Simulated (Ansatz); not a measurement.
Born–Oppenheimer molecular dynamics of C₄H₅ (9 atoms, charge 0, multiplicity 2). It starts from a relaxed structure.

The calculation used UKS PBE0/6-31G in Ansatz.

| Property | Result |
| --- | --- |
| ensemble | NVT, Langevin thermostat |
| time step | 1 fs |
| steps asked | 100 |
| set temperature | 700 K |
| friction | 0.005 /fs |
| seed | 889151 |

First frame:

```xyz
9
Properties=species:S:1:pos:R:3
C -1.882 0.720 -0.990
C -0.732 0.279 -0.387
C 0.303 -0.118 0.156
C 1.524 -0.585 0.790
H -2.214 0.310 -1.938
H -2.496 1.492 -0.538
H 1.576 -1.681 0.802
H 2.414 -0.223 0.260
H 1.595 -0.241 1.828
```

Problem. How far do the bonds stretch over the last three quarters of this one trajectory? (Pairs bonded in most of those frames.)

Solution. 
```
 bond  mean (Å)  spread (Å)  shortest  longest
C1–C2     1.374       0.024      1.33     1.43
C1–H5     1.088       0.018      1.05     1.12
C1–H6     1.092       0.039      1.02     1.16
C2–C3     1.237       0.013      1.21     1.26
C3–C4     1.460       0.043      1.39     1.53
C4–H7     1.102       0.029      1.05     1.15
C4–H8     1.104       0.035      1.04     1.17
C4–H9     1.103       0.021      1.06     1.14
```

Mean temperature of the second half: 495 K. The mean temperature of the second half is 29 % below the set value. A run of 0.1 ps of so small a system gives no equilibrium averages. Limits of this set-up: no polarisation functions.

Time of the run: 2.1 min on 1 thread of Intel(R) Xeon(R) 6975P-C (Granite Rapids) (shared host), peak memory 0.16 GiB.
